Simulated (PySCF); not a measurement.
Atomic charges by several schemes

Species: FH5Si2.
Cartesian coordinates in Å at the PBE0-D3(BJ)/def2-SVP level; atoms count from 1:
```xyz
8
FH5Si2 angstrom
F      1.8748    0.2089    1.3190
Si     1.2134   -0.0082   -0.1580
Si    -1.1162    0.1077    0.0536
H      1.6506   -1.3397   -0.6728
H      1.7343    1.0600   -1.0617
H     -1.5207    1.4450    0.5828
H     -1.6030   -0.9576    0.9811
H     -1.7359   -0.0941   -1.2934
```

Density: PBE0/pcSseg-1 (PySCF); schemes: Mulliken, IAO, Hirshfeld and ESP-fitted. Geometry: PBE0-D3(BJ)/def2-SVP; no solvent, vibrations or thermal averaging.

Tabulate the Mulliken, IAO, Hirshfeld and ESP-fitted charges.

In e; atoms taken as equivalent share a row and are averaged (×n: the atom named and its like, n in all):

```tsv
atom	environment	Mulliken	IAO	Hirshfeld	ESP-fitted
F1	silicon-bound fluorine	-0.437	-0.534	-0.213	-0.296
Si2	fluorine-bound silicon	+0.688	+0.805	+0.345	+0.541
Si3	SiH3 silicon	+0.112	+0.243	+0.217	+0.094
H4/H5	Si–H hydrogen	-0.102	-0.126	-0.073	-0.106
H6/H7/H8	Si–H hydrogen	-0.053	-0.087	-0.068	-0.042
```

Mean size of the charges over all atoms: IAO 0.262 e, Mulliken 0.200 e, ESP-fitted 0.159 e, Hirshfeld 0.140 e. Each set sums to the total charge, 0, to within 0.001 e. The Mulliken scheme gives each basis function's population to the atom it is centred on and halves the overlap population of two atoms between them. The Hirshfeld scheme weights the molecular density at each point by an atom's share of the summed free-atom densities.

Lowest charge. All schemes agree: Mulliken F1 (-0.437); IAO F1 (-0.534); Hirshfeld F1 (-0.213); ESP-fitted F1 (-0.296).

Highest charge. All schemes agree: Mulliken Si2 (+0.688); IAO Si2 (+0.805); Hirshfeld Si2 (+0.345); ESP-fitted Si2 (+0.541).

How closely do the schemes follow one another over all atoms?

Correlation coefficient and root-mean-square difference: Mulliken with ESP-fitted 1.00, 0.073 e; Mulliken with IAO 0.99, 0.075 e; IAO with ESP-fitted 0.99, 0.139 e; IAO with Hirshfeld 0.97, 0.201 e; Hirshfeld with ESP-fitted 0.94, 0.090 e; Mulliken with Hirshfeld 0.93, 0.150 e.

How many electrons does the IAO scheme count on Si2?

Z − q = 14 − (+0.805) = 13.195.

Sum the charges by element, for elements with more than one atom.

```tsv
element	atoms	Mulliken	IAO	Hirshfeld	ESP-fitted
Si	2	+0.799	+1.048	+0.562	+0.635
H	5	-0.363	-0.514	-0.349	-0.339
```

The run behind these numbers computed NMR shieldings as well. Hardware: one thread of an Arm Neoverse V1, no GPU (shared host). Cost: 3.7 s of wall time.
